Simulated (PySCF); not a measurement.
# Orbital picture of BS

BLYP at R = 1.616 Å; B def2-SVP, S def2-SVP; no relativity (PySCF 2.14). State: ²Σ⁺ (doublet), unpaired electrons σ ↑. Only the outer orbitals are listed, counted within each symmetry.

```csv
spin,orbital,occ.,ε (eV),on B (%),main shells (%)
α,5σ,1,-18.06,25,"73 S s, 15 B s, 9 B p"
α,6σ,1,-10.24,39,"44 S p, 37 B s, 17 S s"
α,2π,1,-7.27,30,"70 S p, 29 B p"
α,2π,1,-7.27,30,"70 S p, 29 B p"
α,7σ,1,-7.02,82,"49 B p, 32 B s, 16 S p"
α,3π,0,-2.13,69,"68 B p, 29 S p"
α,3π,0,-2.13,69,"68 B p, 29 S p"
β,5σ,1,-17.93,24,"74 S s, 14 B s, 9 B p"
β,6σ,1,-9.85,31,"52 S p, 27 B s, 16 S s"
β,2π,1,-7.18,24,"76 S p, 23 B p"
β,2π,1,-7.18,24,"76 S p, 23 B p"
β,7σ,0,-4.67,90,"53 B s, 37 B p, 9 S p"
β,3π,0,-1.48,74,"74 B p, 23 S p"
β,3π,0,-1.48,74,"74 B p, 23 S p"
```

Q: Which are the highest filled and the lowest empty level, where do they sit, and how wide is the gap?

A: Highest filled α 7σ at -7.02 eV (in %: 49 B p, 32 B s, 16 S p); lowest empty β 7σ at -4.67 eV (in %: 53 B s, 37 B p, 9 S p); the gap at BLYP is 2.35 eV.

The bond order (Mayer) is 2.59, the ⟨S²⟩ is 0.759 and the charge on B (Mulliken, basis-dependent) is -0.07. The charge on B (Löwdin, basis-dependent) is -0.27 and the dipole moment (positive dipole means B(−)S(+)) is -0.49 D.

The state is the lowest determinant that a PBE0 search found; another state may lie lower at other levels.
